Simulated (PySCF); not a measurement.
Compound: trans-2,3-dimethylthiirane, C4H8S.
SMILES: `C[C@@H]1S[C@H]1C`

Computed, not measured: PySCF 2.14.0, density-fitted response routines, TDDFT PBE0/def2-SVPD, vertical, gas phase, core orbitals frozen in the response. Geometry: PBE0-D3(BJ)/def2-SVP; no solvent, vibrations or thermal averaging.

Each state is given a Gaussian of 0.3 eV full width at half maximum, with ε(max) = 2.175×10⁸ f / Δν̃ (Δν̃ the width in cm⁻¹). The width is an assumption, not a result. The curve ends short of the highest state used, and states not computed would add to its high-energy end.

(E (eV), ε (L mol⁻¹ cm⁻¹)): (4.43, 0), (4.53, 0), (4.63, 0), (4.73, 0), (4.83, 1), (4.93, 1), (5.04, 0), (5.14, 0), (5.24, 0), (5.34, 0), (5.44, 0), (5.54, 0), (5.64, 0), (5.74, 1), (5.84, 18), (5.94, 174), (6.04, 955), (6.14, 2915), (6.24, 5010), (6.34, 5276), (6.44, 4556), (6.54, 4136), (6.64, 3000), (6.74, 1371), (6.84, 438), (6.94, 146), (7.04, 143), (7.14, 679), (7.24, 2522), (7.34, 5768)

Q: Locate the maxima and give the states behind the curve.

A: 197 nm (6.30 eV), ε about 5400, made up of S3 (86%) (ε in L mol⁻¹ cm⁻¹; maxima over ε = 5, shares over 10%). At its high-energy end, 7.34 eV, the curve is still rising (ε about 5800, from S6 and S7). The states used: S1 4.88 eV (f 0.0000); S2 6.21 eV (f 0.0042); S3 6.28 eV (f 0.052); S4 6.56 eV (f 0.040); S5 6.84 eV (f 0.0015); S6 7.39 eV (f 0.050); S7 7.55 eV (f 0.056); S8 7.62 eV (f 0.036); S9 7.89 eV (f 0.049); S10 7.94 eV (f 0.041).

Q: Coming from long wavelengths, where does ε first pass 100 L mol⁻¹ cm⁻¹?

A: At about 210 nm (5.91 eV), 1.03 eV above S1.

Q: What would ε be at 6.30 eV, the highest of these maxima, with half the width (0.15 eV)?

A: About 9240 L mol⁻¹ cm⁻¹ against 5410, a factor of about 1.7; a lone state at its own centre would give exactly 2.

Q: On this curve, what absorbance would a 10⁻³ mol/L sample give at 193 nm over a 1 cm path?

A: 193 nm is 6.424 eV, where ε is about 4600 L mol⁻¹ cm⁻¹, so A = ε c l ≈ 4.6 (Beer–Lambert, with the gas-phase spectrum and the assumed width).

All these states lie below the vertical ionisation energy of 8.62 eV (ΔSCF).

On an Arm Neoverse V1 with one thread, no GPU, shared host, this took 32 s wall (grids of density and orbitals included) and 0.81 GiB of memory at its peak.
